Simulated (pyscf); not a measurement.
`[OH][Si][Cl]` [singlet] → `[O]=[Si]` [singlet] + `[ClH]` (elimination; singlet surface; Cl–Si, H–O broken, Cl–H formed). Structures and frequencies: ωB97X-D3(BJ)/def2-SVP in PySCF. Correlated levels are frozen-core, on RHF or UHF. ΔMP2 is the change of the MP2 total energy from the triple- to the quadruple-zeta basis. Energies in kcal/mol from the reactant's lowest minimum found.

```tsv
level	barrier	reaction energy
r²SCAN/def2-TZVP	39.6	+41.3
PBE0-D3(BJ)/def2-TZVP	41.2	+43.8
M06-2X/def2-TZVP	43.1	+43.4
HF/def2-TZVP	(withheld)	+42.0
MP2/def2-QZVPP	39.6	+36.5
CCSD/def2-TZVPP	44.0	+37.9
CCSD(T)/def2-TZVPP + ΔMP2(QZVPP)	(withheld)	(withheld)
```

Q: Complete the blanks.

A: 
- HF/def2-TZVP, barrier: 53.0
- CCSD(T)/def2-TZVPP + ΔMP2(QZVPP), barrier: 41.6
- CCSD(T)/def2-TZVPP + ΔMP2(QZVPP), reaction energy: +37.4

On the product side the descent ends in a complex, 7.5 kcal/mol under the separated species and 6.9 kcal/mol under the saddle at ωB97X-D3(BJ)/def2-TZVP. At r²SCAN, PBE0-D3(BJ), M06-2X the saddle lies under the separated products, which points to a path from their complex (located at ωB97X-D3(BJ) alone), and parting the products costs more than the saddle. This is the saddle that the search found; another between the same sides may lie lower. The CCSD(T) − MP2 part came from Ansatz, without density fitting, on the same reference.
